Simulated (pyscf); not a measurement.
**Hydrogen abstraction: H• + H₂O -> H₂ + OH•**

Gas phase, doublet surface, charge 0. Bonds broken: O2–H3. Bonds formed: H1–H3. Optimised with ωB97X-D3(BJ)/def2-SVP in PySCF.

Transition state (Å):

```xyz
4

H      0.8686     0.1943     0.2761
O     -0.2860     0.0884    -1.5546
H      0.4489     0.3313    -0.4334
H     -0.3633    -0.8789    -1.4555
```

One imaginary mode, 942i cm⁻¹; descent along it reached the two sides named.

```tsv
bond	change	reactant side (Å)	saddle	product side
O2–H3	breaks	0.968	1.362	2.385
H1–H3	forms	2.9	0.836	0.761
```

Electronic energies relative to the separated reactants (kJ/mol):

```json
[
 {"level": "ωB97X-D3(BJ)/def2-TZVP", "barrier": "73.4", "reaction energy": "+56.6", "reverse barrier": "16.8"},
 {"level": "PBE/def2-TZVP", "barrier": "55.3", "reaction energy": "+75.2", "reverse barrier": "-19.9"},
 {"level": "r²SCAN/def2-TZVP", "barrier": "50.6", "reaction energy": "+52.0", "reverse barrier": "-1.4"},
 {"level": "B3LYP-D3(BJ)/def2-TZVP", "barrier": "50.3", "reaction energy": "+46.3", "reverse barrier": "4.0"},
 {"level": "PBE0-D3(BJ)/def2-TZVP", "barrier": "68.7", "reaction energy": "+65.0", "reverse barrier": "3.7"},
 {"level": "M06-2X/def2-TZVP", "barrier": "86.4", "reaction energy": "+62.7", "reverse barrier": "23.8"},
 {"level": "ωB97M-D3(BJ)/def2-TZVP", "barrier": "75.7", "reaction energy": "+59.4", "reverse barrier": "16.3"},
 {"level": "HF/def2-TZVP", "barrier": "93.1", "reaction energy": "+10.9", "reverse barrier": "82.2"}
]
```

With ωB97M-D3(BJ)/def2-TZVP energies and thermal terms (ideal gas, 1 atm, RRHO with modes under 100 cm⁻¹ raised to 100, one conformer, R ln 2 for chiral ones without a mode under 150 cm⁻¹), in kJ/mol:

```
T (K)   ΔH‡    ΔG‡     ΔH     ΔG
-----  ----  -----  -----  -----
298    65.1   89.6  +52.8  +51.1
600    63.5  115.2  +53.6  +49.1
900    62.9  141.2  +53.7  +46.8
1200   62.5  167.4  +53.3  +44.5
```

At PBE, r²SCAN this geometry lies under the product side: in single points on another level's saddle the reverse barrier vanishes, and the forward threshold there is about the reaction energy. This saddle turned up in a search for another step; its sides and bond changes are read from the two ends of the descent. One saddle was located; it need not be the lowest between these sides. The angle at the transferred H is 160°. Left out: orbital degeneracy and the spin-orbit lowering of OH.
